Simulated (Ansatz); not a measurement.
Relaxed structures of C$_{2}$H$_{5}$Si (charge -1), singlet (PBE0-D4/def2-TZVPD; forces vanish, vibrations not checked; lower isomers may exist, and structures with a doubtful reference or unclear bonds are left out; Å). Program: Ansatz 0.2.0. Basis: def2-TZVPPD. Cores are frozen in the correlated methods.

(1) Rank them by CCSD(T) energy, lowest first, and give each one's height above the lowest. Links in brackets join atoms within 1.22 times the sum of their covalent radii (1.1 for two metals). (An estimate is asked for; the value comes from the calculation.)
A.
C₂H₅Si ([CH2][CH][SiH2]), total charge -1
```
8
angstrom
C -0.7620 -0.0700 -1.6602
C -0.4124 0.3169 -0.4240
Si 0.9098 -0.3714 0.7613
H -1.4448 0.5035 -2.2889
H -0.8705 1.2552 -0.0875
H -0.3684 -0.9862 -2.0986
H 0.8622 -1.8491 0.3399
H 0.0075 -0.5070 1.9985
```
B.
C₂H₅Si ([CH][C][SiH4]), total charge -1
```
8
angstrom
C -0.9908 0.2848 -1.5293
C -0.4293 -0.0214 -0.4961
Si 0.4533 -0.5035 1.1288
H -1.4823 0.5533 -2.4352
H -0.7423 0.1925 1.9159
H 1.4733 0.4178 1.8036
H 1.5953 -1.1693 0.2421
H 0.1822 -1.8354 1.8336
```
C.
C₂H₅Si ([CH][CH][SiH3]), total charge -1
```
8
angstrom
C -0.9384 -0.1940 -1.4336
C -0.3266 0.5742 -0.5005
Si 0.5275 -0.3926 0.8062
H -1.4417 0.4383 -2.2019
H -0.3025 1.6815 -0.4646
H 1.2214 0.4725 1.8478
H 1.6214 -1.2983 0.3187
H -0.3611 -1.2817 1.6278
```
D.
C₂H₅Si ([CH3][CH][SiH]), total charge -1
```
8
angstrom
C 0.5178 -0.2985 0.7731
C -0.3226 0.3589 -0.2846
Si -0.5920 -0.3030 -1.8972
H -1.5070 0.8287 -2.4459
H -0.7644 1.3075 0.0345
H 1.3683 0.3238 1.0990
H 0.9381 -1.2440 0.4058
H -0.0466 -0.5351 1.6909
```

T1 diagnostic: at most 0.018. The restricted Hartree–Fock reference is unstable towards an unrestricted one at one or more of these structures.

Results:

(1) Computed: A (0.0 kJ/mol), D (9.5 kJ/mol), C (112.4 kJ/mol), B (154.1 kJ/mol). Heights count from the lowest.

For scale, one of the runs: CCSD(T)/def2-TZVPPD, 207 basis functions, launched by `ansatz run in.yaml --threads 2 --pin off --events-out ev --progress --plain --max-ram 4352MiB`. The run took 51 s on 2 CPU threads of an Arm Neoverse V1 (shared host), with 2.6 GiB of host memory at its peak.
